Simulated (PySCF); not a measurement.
Reproducing measurements on C3H9P

**Measured values to compare with.**

Beach, A photoelectron spectroscopic study of bonding in inorganic and organometallic compounds, PhD thesis, LBL 1985 lists, for the gas: P 2p3/2 binding energy of P2 135.93 eV; C 1s binding energy of C1/C3/C4 290.3 eV.

Besley, J. Chem. Theory Comput. 2021, 17, 3644 (DFT calculations of core-electron binding energies at the K-edge of heavier elements) lists, for the gas: P 1s binding energy of P2 2149.9 eV.

The results are set against them at the end.

Species: C₃H₉P.
Atom-mapped SMILES: `[CH3:1][P:2]([CH3:3])[CH3:4]` (hydrogens: H5, H6, H7 on C1; H8, H9, H10 on C3; H11, H12, H13 on C4)

Cartesian coordinates in Å at the GFN2-xTB level; atoms count from 1:
```
atom  x, y, z in Å
C1    -0.4167    1.5302    0.3838
P2    -0.2080   -0.2060    0.9982
C3     1.5110   -0.4930    0.3676
C4    -1.1261   -1.0677   -0.3620
H5    -0.1435    1.6152   -0.6671
H6     0.2100    2.1939    0.9759
H7    -1.4543    1.8307    0.5134
H8     1.6019   -0.2135   -0.6812
H9     1.7621   -1.5452    0.4851
H10    2.2089    0.0950    0.9602
H11   -0.7878   -0.7354   -1.3426
H12   -0.9725   -2.1409   -0.2706
H13   -2.1894   -0.8629   -0.2570
```

Runs made with PySCF (gas phase, on this GFN2-xTB geometry; non-relativistic but for the core-level run):

| level | job | basis functions | wall time |
| --- | --- | --- | --- |
| delta-SCF UKS SCAN, pcX-2 on the ionised atom, pcseg-1 elsewhere, spin-free X2C | ΔSCF core ionisation, 3 holes | 147 | 14 s |

Hardware: x86-64 server, one thread (shared host).

**Comparison with experiment**

**Core binding energies.** Delta-SCF UKS SCAN, pcX-2 on the ionised atom, pcseg-1 elsewhere, spin-free X2C in PySCF.

```tsv
level and atom	computed (eV)	measured (eV)	computed − measured (eV)
P 2p3/2, P2	135.92	135.93	-0.01
C 1s, C1/C3/C4	290.27	290.3	-0.03
P 1s, P2	2149.52	2149.9	-0.38
```

Sources, in the order of the opening: Beach, A photoelectron spectroscopic study of bonding in inorganic and organometallic compounds, PhD thesis, LBL 1985; Besley, J. Chem. Theory Comput. 2021, 17, 3644 (DFT calculations of core-electron binding energies at the K-edge of heavier elements). Against the first value of each row the mean signed difference is -0.14 eV and the largest in size -0.38 eV. The computed values are vertical, without vibrational structure; measured positions hang on the energy calibration. Atoms equivalent by their bonding share one computed value, that of the first of them. Spin–orbit coupling isn't in the SCF: each 2p doublet comes from a relaxed spin-free hole plus a matrix of the shell (mean-field spin–orbit coupling and the ground-state 2p splitting), with 2p3/2 averaged over its two sublevels.

No measured geometry was used, and the causes of the misses weren't examined.
